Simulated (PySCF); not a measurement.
**AsH$_{2}$⁺, triplet: vertical spin and charge gaps**

Geometry (PBE0/def2-TZVP stationary point for this spin, not checked as a minimum):

| atom | x (Å) | y (Å) | z (Å) |
| --- | --- | --- | --- |
| As | 0.0000 | -0.0191 | 0.0000 |
| H | 0.0000 | 0.7098 | -1.3240 |
| H | 0.0000 | 0.7098 | 1.3240 |

Basis cc-pVDZ; PySCF 2.14.0. Correlated methods freeze the noble-gas cores and the filled d shells of p-block atoms. Prefix R: restricted or restricted open-shell reference. No spin–orbit coupling is included, and no scalar relativity.

Gaps are energies of the second state less the first, at fixed atoms, for a selection of the levels run; mean-field and cluster levels share one orbital occupation for each state, and full CI takes the lowest of the symmetries tried.

Singlet less triplet: -0.277 eV at full CI (triplet B1, singlet A1, in C2v).

```csv
level,gap (eV),error (meV)
RHF,0.225,502
RMP2,-0.099,178
RCCSD,-0.266,11
RCCSD(T),-0.274,3
RCCSDT,-0.274,3
```

Wrong sign: RHF.

Quintet less triplet: 8.230 eV at full CI (triplet B1, quintet A2, in C2v).

```csv
level,gap (eV),error (meV)
RHF,7.827,-403
RMP2,8.153,-77
RCCSD,8.222,-8
RCCSD(T),8.228,-2
RCCSDT,8.231,1
PBE,8.108,-122
r2SCAN,8.185,-45
PBE0,8.180,-50
B3LYP,8.320,90
wB97M-V,8.454,224
B2PLYP,8.295,65
```

In so small a basis the reference is far from its limit while semilocal and hybrid functionals are nearer theirs (RPA and double hybrids share part of the reference's basis error), so the functionals' errors here hold much of the reference's basis and frozen-core error, which can add to them or hide them.

Full CI is exact within this basis and frozen core; it isn't the basis-set limit.
